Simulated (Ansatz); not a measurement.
# SiHF (SMILES F[SiH]): levels of theory compared

Wanted: a comparison of 6 runs (BHLYP/STO-3G, UPBE/STO-3G, revPBE/STO-3G, MP2/STO-3G, CCSD/STO-3G, FCI/STO-3G) of SiHF. 

The results are computed with Ansatz 0.2.0.

61 further runs of the same task are left out: 7 that didn't finish, 54 set aside as unsound or not needed.

## 1. The system as given

SiHF: 3 atoms, total charge 0, spin state singlet. As SMILES, `F[SiH]`. The Si2–F1 distance was set to 3.224 Å, away from the relaxed value. At this shape a bond of the SMILES string is far longer than usual.

Bond lengths: Si2–H3 1.541 Å.

## 2. A single-point energy at BHLYP/STO-3G (run 1)

Input file job.yaml:

```yaml
crystal:
  periodic: [false, false, false]
  atoms:
    - {symbol: F, position_ang: [-2.367172, -0.580587, -1.378383]}
    - {symbol: Si, position_ang: [0.186800, 0.629400, 0.173800]}
    - {symbol: H, position_ang: [0.892400, -0.718600, 0.415300]}
basis:
  gaussian:
    orbitals: STO-3G
hamiltonian:
  xc: {name: BHLYP}
accuracy: high
```

Started as:

```sh
$ ansatz run job.yaml --threads 1 --pin off --max-ram 2610MiB --events-out events.jsonl --progress --plain --runs-dir runs
```

What it wrote:

```text
Warning: RAYON_NUM_THREADS=1 ignored (pool sized by the plan → 1); use --threads N
Functional definition: BHLYP
  name "BHLYP"
  parameter a = 0.5
  exchange = (1 - a)*b88_x + a*exact_x
  correlation = lyp_c
226 factors; integrals over basis functions are off by at most 3.3e-8 eV
mean field evaluation 1: about -10462.7724 eV, gradient 1.3e1 eV
mean field evaluation 2: about -10106.0132 eV, gradient 3.0e1 eV
mean field evaluation 4: about -10463.6918 eV, gradient 8.9e0 eV
mean field evaluation 8: about -10467.0294 eV, gradient 1.5e1 eV
mean field evaluation 16: about -10469.6839 eV, gradient 1.5e-8 eV
mean field evaluation 32: about -10468.8063 eV, gradient 1.2e1 eV
mean field -10469.68390562 eV, -384.7537869247 hartree, gradient 4.4e-8 eV, S^2 0.000000; 4 other end points of the search recorded, 0 dependent functions left out
reference -10469.68392105 eV, -384.7537874919 hartree; 12, 12 occupied and 3, 3 virtual orbitals, 226 factors
Total energy: -10469.68392105 eV, -384.7537874919 hartree
```

Wall time 0.48 s (1 thread of AMD EPYC 9R14 (Zen 4), shared host).

## 3. A single-point energy at UPBE/STO-3G (run 2)

Input file input.yaml:

```yaml
basis:
  gaussian: {orbitals: STO-3G}
crystal:
  periodic: [false, false, false]
  atoms:
    - {symbol: F, position_ang: [-2.367172, -0.580587, -1.378383]}
    - {symbol: Si, position_ang: [0.186800, 0.629400, 0.173800]}
    - {symbol: H, position_ang: [0.892400, -0.718600, 0.415300]}
magnetization: {spin_polarized: true, initial_magnetization: 0}
hamiltonian: {xc: pbe}
accuracy: high
```

Started as:

```sh
$ ansatz run input.yaml --threads 1 --pin off --max-ram 2610MiB --events-out events.jsonl --progress --plain --runs-dir runs
```

What it wrote, shortened:

```text
Warning: RAYON_NUM_THREADS=1 ignored (pool sized by the plan → 1); use --threads N
Functional definition: PBE
  name "PBE"
[...]
226 factors; integrals over basis functions are off by at most 3.3e-8 eV
[...]
mean field -10465.32171621 eV, -384.5934794210 hartree, gradient 1.2e-8 eV, S^2 0.726268; 17 other end points of the search recorded, 0 dependent functions left out
reference -10465.32171764 eV, -384.5934794733 hartree; 12, 12 occupied and 3, 3 virtual orbitals, 226 factors
Total energy: -10465.32171764 eV, -384.5934794733 hartree
```

It took 4.2 s on 1 thread of AMD EPYC 9R14 (Zen 4), shared host; peak memory 0.14 GiB.

Runs 3 to 4 aren't shown in full; the table further down has their settings and results.

## 4. A single-point energy at CCSD/STO-3G (run 5)

Input file in.yaml:

```yaml
basis:
  gaussian:
    orbitals: STO-3G
crystal:
  periodic: [false, false, false]
  atoms:
    - {symbol: F, position_ang: [-2.367172, -0.580587, -1.378383]}
    - {symbol: Si, position_ang: [0.186800, 0.629400, 0.173800]}
    - {symbol: H, position_ang: [0.892400, -0.718600, 0.415300]}
magnetization:
  spin_polarized: false
correlation:
  method: ccsd
  frozen_orbitals: {F: 1, H: 0, Si: 5}
accuracy: high
scf:
  omitted_lower_state_checks: [cluster_reference, increment]
```

Started as:

```sh
$ ansatz run in.yaml --threads 1 --pin off --max-ram 2610MiB --events-out events.jsonl --progress --plain --runs-dir runs
```

What it wrote:

```text
Warning: RAYON_NUM_THREADS=1 ignored (pool sized by the plan → 1); use --threads N
[... 13 lines left out ...]
6 core orbitals not correlated: weight in the atoms' cores, before any rotation towards them, 1.000 or more for the frozen orbitals, at most 0.000 for the correlated occupied ones
[... 47 lines left out ...]
WARN: these amplitudes may be one of several solutions (largest doubles amplitude 0.94, level shift 14.09 eV)
Total energy: -10451.34599966 eV, -384.0798813106 hartree
Checks for a lower state left out: cluster_reference, increment
```

Run time: 0.14 s. Hardware: 1 thread of AMD EPYC 9R14 (Zen 4), shared host.

## 5. A single-point energy at FCI/STO-3G (run 6)

Input file run.yaml:

```yaml
crystal:
  periodic: [false, false, false]
  atoms:
    - {symbol: F, position_ang: [-2.367172, -0.580587, -1.378383]}
    - {symbol: Si, position_ang: [0.186800, 0.629400, 0.173800]}
    - {symbol: H, position_ang: [0.892400, -0.718600, 0.415300]}
basis:
  gaussian:
    orbitals: STO-3G
accuracy: high
correlation:
  method: fci
  frozen_orbitals: {F: 1, H: 0, Si: 5}
```

Started as:

```sh
$ ansatz run run.yaml --threads 1 --pin off --max-ram 2610MiB --events-out events.jsonl --progress --plain --runs-dir runs
```

What it wrote, shortened:

```text
Warning: RAYON_NUM_THREADS=1 ignored (pool sized by the plan → 1); use --threads N
Functional definition: HF
  name "HF"
[...]
226 factors; integrals over basis functions are off by at most 3.3e-8 eV
[...]
mean field -10444.65887603 eV, -383.8341340502 hartree, gradient 1.6e-8 eV, S^2 0.000000; 4 other end points of the search recorded, 0 dependent functions left out; unrestricted orbitals would lower it
unrestricted determinant -10450.36222217 eV, -384.0437281547 hartree, S^2 0.9974
6 core orbitals not correlated: weight in the atoms' cores, before any rotation towards them, 1.000 or more for the frozen orbitals, at most 0.000 for the correlated occupied ones
reference -10444.65887603 eV, -383.8341340502 hartree; 6, 6 occupied and 3, 3 virtual orbitals, 226 factors
state -10451.35458545 eV, -384.0801968327 hartree
Total energy: -10451.35458545 eV, -384.0801968327 hartree
```

Wall time 0.26 s (1 thread of AMD EPYC 9R14 (Zen 4), shared host).

## 6. The series

```csv
run,level,frozen core orbitals,energy (Eh),wall time
1,BHLYP/STO-3G,–,-384.753787,0.48 s
2,UPBE/STO-3G,–,-384.593479,4.2 s
3,revPBE/STO-3G,–,-384.755849,1.3 s
4,MP2/STO-3G,6,-384.002215,0.12 s
5,CCSD/STO-3G,6,-384.079881,0.14 s
6,FCI/STO-3G,6,-384.080197,0.26 s
```

## 7. What came out

| quantity | value |
| --- | --- |
| run 6: total energy | -384.08020 Eh |
| run 6: correlation energy (6 core orbitals frozen) | -246.1 mEh |

Against full CI in this basis: MP2 +78.0 mEh; CCSD +0.3 mEh. Totals of different functionals can't be ranked against each other. In run 5 the T1 diagnostic is large, so a single reference may not serve. In runs 4, 5 the log says that unrestricted orbitals would lower the reference, so the values rest on an unstable closed-shell determinant (other closed-shell runs at this shape may share the fault). In runs 1, 2, 3, 4, 5, 6 the basis is minimal, so the values are rough. In runs 1, 3, 4, 5 a closed-shell determinant meets a far-stretched bond, which it describes badly. Spin contamination of the reference: run 2 ⟨S²⟩ = 0.73. Where it is this large, the reference is a mixture of spin states, and values that rest on it are in doubt. All runs together took 6.5 s, the longest 4.2 s.
